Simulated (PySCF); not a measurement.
Propanamide, C3H7NO.
Z-matrix (Å and degrees, PBE0-D3(BJ)/def2-TZVP geometry), rows numbered from 1:
```
C 
C   1  1.5140
C   2  1.5165  1  112.62
N   3  1.3588  2  114.73  1   170.59
O   3  1.2119  2  123.18  1    -9.46
H   1  1.0901  2  110.74  3    58.20
H   1  1.0908  2  110.91  3   -60.73
H   1  1.0916  2  110.65  3   178.82
H   2  1.0963  1  110.64  3  -120.25
H   2  1.0952  1  111.07  3   122.28
H   4  1.0029  3  121.97  2     4.58
H   4  1.0049  3  118.30  2   175.06
```

All values: wB97X-D/pcSseg-2 (PySCF, non-relativistic), on one gas-phase PBE0-D3(BJ)/def2-TZVP geometry that isn't relaxed in the solvent. The solvent is an IEF-PCM continuum (cavity from Bondi-type radii × 1.2). The model holds no explicit solvent molecules, cavitation or dispersion.

Gas phase at wB97X-D/pcSseg-2: HOMO -9.26 eV, LUMO 2.02 eV, dipole 3.82 D.

What does the continuum do to the energy, the frontier levels and the dipole at wB97X-D/pcSseg-2 in chloroform?

```
   solvent      ε  E(solvent) − E(gas) (kcal/mol)  polarisation term (kcal/mol)  distortion of the solute (kcal/mol)  HOMO (eV)  LUMO (eV)  dipole (D)
chloroform  4.711                           -6.63                         -7.71                                 1.08      -9.44       2.37        4.78
```

Polarisation term: ½ Σ q·V over the induced surface charges. Distortion: the rise of the solute's own energy as its density leaves the gas-phase optimum.

Which radius a makes the point-dipole formula ΔE = −[(ε − 1)/(2ε + 1)]·μ²/a³ give the value in chloroform, with the gas-phase dipole?

μ = 1.503 au and |ΔE| = 0.01056 Eh give a = 2.24 Å; the farthest nucleus lies 2.90 Å from the centroid of the nuclei, so such a sphere wouldn't even hold the nuclei. The formula assumes a rigid point dipole at the centre of a sphere.

Note: wB97X-D ran without an empirical dispersion term, which enters the total energy and its gradient alone.
